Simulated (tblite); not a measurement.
Species: C5H11S (doublet state).
Z-matrix (Å and degrees, GFN2-xTB geometry), rows numbered from 1:
```
C 
C   1  1.5223
C   2  1.5403  1  111.45
C   3  1.4797  2  112.43  1   179.98
C   4  1.4288  3  122.76  2   115.04
S   5  1.9498  4  110.23  3   -85.90
H   1  1.0873  2  110.40  3   178.47
H   1  1.0879  2  110.62  3   -61.53
H   1  1.0880  2  110.69  3    58.56
H   2  1.0914  1  109.73  3   120.95
H   2  1.0919  1  109.75  3  -121.03
H   3  1.0928  2  109.57  1   -57.10
H   3  1.0971  2  107.40  1    59.60
H   4  1.0788  3  117.39  2   -51.86
H   5  1.0864  4  114.96  3    29.80
H   5  1.0859  4  114.70  3   161.48
H   6  1.3300  5   94.54  4    63.06
```

Computed with GFN2-xTB (tblite): harmonic, unscaled wavenumbers at the GFN2-xTB geometry, gas phase. Against measured fundamentals such values can be off by several per cent, at times by over 20. Modes of hydrogen on sulfur can be 10 to 20 % off. One conformer, not necessarily the lowest. Open shells enter through the occupations alone, without spin polarisation, and single modes of such species can be off by tens of per cent.

Harmonic wavenumbers (cm⁻¹): 48.3, 60.8, 105.4, 197.9, 223.1, 232.2, 297.2, 386.2, 414.1, 423.4, 621.6, 723.8, 777.2, 874.6, 896.9, 936.7, 1010.0, 1062.0, 1087.2, 1088.6, 1134.4, 1182.6, 1209.4, 1225.8, 1263.7, 1271.9, 1336.2, 1368.4, 1415.6, 1444.5, 1467.4, 1494.1, 1501.6, 1504.4, 2450.5, 2898.4, 2968.8, 2977.3, 2991.3, 3008.3, 3027.8, 3030.9, 3034.3, 3040.6, 3094.1.

A = 5211, B = 1230, C = 1066 MHz; mass 103.058 u (most abundant isotopes); point group C1, symmetry number 1; spin multiplicity 2.

Question: What is the zero-point energy?

Answer: ½Σν̃ = 31405 cm⁻¹ = 375.69 kJ/mol.

Question: What is S at 273.15 K and 1 bar for an ideal gas of classical rigid rotors and harmonic oscillators?

Answer: Translation 164.84, rotation 117.08, vibration 95.36, spin (R ln 2) 5.76: S = 383.1 J/(mol K).

Question: And Cp and H(273.15 K) − H(0)?

Answer: Cp = 127.43 J/(mol K), of which vibrations give 94.17 (their classical limit is 45 R = 374.2); H(273.15 K) − H(0) = 22.56 kJ/mol without the zero-point energy, 13.48 from vibrations.

Question: Which modes carry the vibrational entropy at 273.15 K?

Answer: 48.3 cm⁻¹: 19.72; 60.8 cm⁻¹: 17.82; 105.4 cm⁻¹: 13.31; 197.9 cm⁻¹: 8.34; 223.1 cm⁻¹: 7.44; 232.2 cm⁻¹: 7.14 J/(mol K); the other 39 give 21.60 together.

Question: How do the functions run with temperature in this model?

Answer: 
```json
{"T (K)": "100", "S (J/(mol K))": "286.9", "Cp (J/(mol K))": "72.4", "H − H(0) (kJ/mol)": "5.23", "G − H(0) (kJ/mol)": "-23.46", "ln q(vib)": "1.64"}
{"T (K)": "200", "S (J/(mol K))": "347.2", "Cp (J/(mol K))": "104.1", "H − H(0) (kJ/mol)": "14.11", "G − H(0) (kJ/mol)": "-55.34", "ln q(vib)": "3.92"}
{"T (K)": "300", "S (J/(mol K))": "395.4", "Cp (J/(mol K))": "136.5", "H − H(0) (kJ/mol)": "26.10", "G − H(0) (kJ/mol)": "-92.52", "ln q(vib)": "6.12"}
{"T (K)": "500", "S (J/(mol K))": "480.7", "Cp (J/(mol K))": "200.8", "H − H(0) (kJ/mol)": "60.05", "G − H(0) (kJ/mol)": "-180.31", "ln q(vib)": "10.35"}
{"T (K)": "800", "S (J/(mol K))": "590.8", "Cp (J/(mol K))": "267.6", "H − H(0) (kJ/mol)": "131.11", "G − H(0) (kJ/mol)": "-341.54", "ln q(vib)": "16.45"}
{"T (K)": "1000", "S (J/(mol K))": "653.9", "Cp (J/(mol K))": "297.7", "H − H(0) (kJ/mol)": "187.78", "G − H(0) (kJ/mol)": "-466.13", "ln q(vib)": "20.27"}
```

q(vib) and H(0) count from the zero-point level.

Hindered rotation and anharmonicity are outside this model. Other conformers, if any are populated, would add a mixing term that is left out. The structure is chiral; the term R ln 2 for an equal mix with its mirror image is left out.
